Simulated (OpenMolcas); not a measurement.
## SiHOF (SMILES O[Si]F): the vertical energy of the triplet above the singlet from total energies

SiHOF has 4 atoms, charge 0, and is taken as a singlet. SMILES: `O[Si]F`. Geometry: relaxed at GFN2-xTB.

Both states at this one shape; open shells run unrestricted unless said. 1 Eh = 27.2114 eV.

| level | program | singlet SiHOF (Eh) | triplet SiHOF (Eh) |
| --- | --- | --- | --- |
| HF/STO-3G | OpenMolcas | -458.065384 | -457.940345 |
| PBE/STO-3G | OpenMolcas | -458.961197 | -458.801485 |

**Question.** Work out the vertical gap, second state less first, at each level.

**Answer.** 
1. HF/STO-3G: -457.940345 − (-458.065384) = 0.125039 Eh = 3.40 eV.
2. PBE/STO-3G: -458.801485 − (-458.961197) = 0.159712 Eh = 4.35 eV.

No measured value is set beside it here; the levels span 3.40 to 4.35 eV. Hartree–Fock favours the state with fewer electron pairs, since it lacks pair correlation. Minimal sets are far from the basis-set limit.
